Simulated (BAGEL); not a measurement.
# BH3 (borane) at HF/STO-3G (density fitting with qzvpp-jkfit)

Aim: the vertical electron affinity of BH3 (borane) at HF/STO-3G (density fitting with qzvpp-jkfit), from 2 runs. 

The calculation is run with BAGEL 1.2.2.

17 further runs of the same task are left out: 17 set aside as unsound or not needed.

## Step 1: Starting point

BH3 has 4 atoms, charge 0, and is taken as a singlet. As SMILES, `B`. The shape is that of a PBE0-D4/def2-TZVP optimisation.

Bond lengths: B1–H2 1.193 Å, B1–H3 1.193 Å, B1–H4 1.193 Å. Angles: H2–B1–H3 120.0°, H2–B1–H4 120.0°, H3–B1–H4 120.0°.

## Step 2: A single-point energy at HF/STO-3G (density fitting with qzvpp-jkfit)

job.json

```json
{ "bagel": [

{
  "title": "molecule",
  "basis": "sto-3g",
  "df_basis": "qzvpp-jkfit",
  "angstrom": true,
  "geometry": [
    { "atom": "B", "xyz": [    0.013900,   -0.015100,   -0.005100 ] },
    { "atom": "H", "xyz": [    0.982200,    0.381700,    0.568800 ] },
    { "atom": "H", "xyz": [   -0.276200,   -1.171800,    0.043000 ] },
    { "atom": "H", "xyz": [   -0.664400,    0.744900,   -0.626900 ] }
  ]
},
{ "title": "hf" },
{ "title": "print", "file": "orbitals.molden", "orbitals": true }

]}
```

Run with:

```
$ BAGEL_NUM_THREADS=1 BAGEL job.json > job.out
```

Standard output:

```text
* using 1 threads per process

  ===============================================================
  ===============================================================

  *** Geometry ***

  { "atom" : "B", "xyz" : [      0.026267,     -0.028535,     -0.009638 ] },
  { "atom" : "H", "xyz" : [      1.856089,      0.721308,      1.074876 ] },
  { "atom" : "H", "xyz" : [     -0.521942,     -2.214381,      0.081258 ] },
  { "atom" : "H", "xyz" : [     -1.255534,      1.407657,     -1.184669 ] },

  Number of auxiliary basis functions:      129

  Since a DF basis is specified, we compute 2- and 3-index integrals:
    o Being stored without compression. Storage requirement is 0.000 GB

  Number of basis functions:        8
  Number of electrons      :        8

    * METHOD: MOLECULE                             0.02

  *** RHF ***

  === Nuclear Repulsion ===
     7.4188382348

      * DIIS with orbital gradients will be used.

  === RHF iteration (sto-3g) ===
      0        -26.04824171          0.02572760           0.00
      1        -26.06766850          0.00552241           0.00
      2        -26.06871514          0.00066680           0.00
      3        -26.06872981          0.00000574           0.00
      4        -26.06872982          0.00000006           0.00
      5        -26.06872982          0.00000000           0.00
    * SCF iteration converged.

    * Permanent dipole moment:
           (   -0.000046,     0.000035,     0.000076) a.u.

    * METHOD: HF                                   0.02

    * METHOD: PRINT                                0.00

  ===============================================================
```

Wall time 0.26 s (1 thread of Intel Xeon Platinum 8488C (Sapphire Rapids), shared host).

## Step 3: The doublet anion at the same level

input.json

```json
{ "bagel" : [

{
  "title" : "molecule",
  "basis" : "sto-3g",
  "df_basis" : "qzvpp-jkfit",
  "angstrom" : true,
  "geometry" : [
    { "atom" : "B", "xyz" : [       0.013900,      -0.015100,      -0.005100 ] },
    { "atom" : "H", "xyz" : [       0.982200,       0.381700,       0.568800 ] },
    { "atom" : "H", "xyz" : [      -0.276200,      -1.171800,       0.043000 ] },
    { "atom" : "H", "xyz" : [      -0.664400,       0.744900,      -0.626900 ] }
  ]
},

{
  "title" : "uhf",
  "charge" : -1,
  "nopen" : 1
},

{
  "title" : "print",
  "file" : "orbitals.molden",
  "orbitals" : true
}

]}
```

Run with:

```
$ BAGEL_NUM_THREADS=1 BAGEL input.json > input.out
```

Standard output:

```text
* using 1 threads per process

  ===============================================================
  ===============================================================

  *** Geometry ***

  { "atom" : "B", "xyz" : [      0.026267,     -0.028535,     -0.009638 ] },
  { "atom" : "H", "xyz" : [      1.856089,      0.721308,      1.074876 ] },
  { "atom" : "H", "xyz" : [     -0.521942,     -2.214381,      0.081258 ] },
  { "atom" : "H", "xyz" : [     -1.255534,      1.407657,     -1.184669 ] },

  Number of auxiliary basis functions:      129

  Since a DF basis is specified, we compute 2- and 3-index integrals:
    o Being stored without compression. Storage requirement is 0.000 GB

  Number of basis functions:        8
  Number of electrons      :        8

    * METHOD: MOLECULE                             0.02

  *** Open-shell HF ***

  === Nuclear Repulsion ===
     7.4188382348

      * DIIS with orbital gradients will be used.

  === UHF iteration (sto-3g) ===
      0        -25.83917598          0.05584030           0.00
      1        -25.86449459          0.00955722           0.00
      2        -25.86594837          0.00240196           0.00
      3        -25.86634577          0.00003968           0.00
      4        -25.86641995          0.00001219           0.00
      5        -25.86645729          0.00000340           0.00
      6        -25.86643540          0.00001027           0.00
      7        -25.86645849          0.00000134           0.00
      8        -25.86645860          0.00000003           0.00
      9        -25.86645860          0.00000001           0.00
     10        -25.86645860          0.00000000           0.00
    * SCF iteration converged.

    * S^2 (UHF) is 0.7640

    * Permanent dipole moment:
           (    0.000021,     0.000015,    -0.000003) a.u.

    * METHOD: UHF                                  0.02

    * METHOD: PRINT                                0.00

  ===============================================================
```

Wall time 0.26 s (1 thread of Intel Xeon Platinum 8488C (Sapphire Rapids), shared host).

## Step 4: What came out

Level: HF/STO-3G (density fitting with qzvpp-jkfit).

| quantity | value |
| --- | --- |
| singlet BH3: total energy | -26.06873 Eh |
| singlet BH3: dipole moment | 0.00 D |
| singlet BH3: HOMO energy | -12.56 eV |
| singlet BH3: LUMO energy | 6.52 eV |
| singlet BH3: HOMO–LUMO gap | 19.08 eV |
| doublet anion: total energy | -25.86646 Eh |
| doublet anion: ⟨S²⟩ | 0.764 |
| vertical electron affinity (to the doublet anion) | -5.504 eV |

What this shows: The anion lies 5.50 eV (531 kJ/mol) above the neutral: the electron isn't bound at this level, and such a value depends on the basis. Without diffuse functions anions come out too high. Hartree–Fock misses the correlation that binds many anions. In a minimal basis such a difference can be off by several eV, whatever the method.
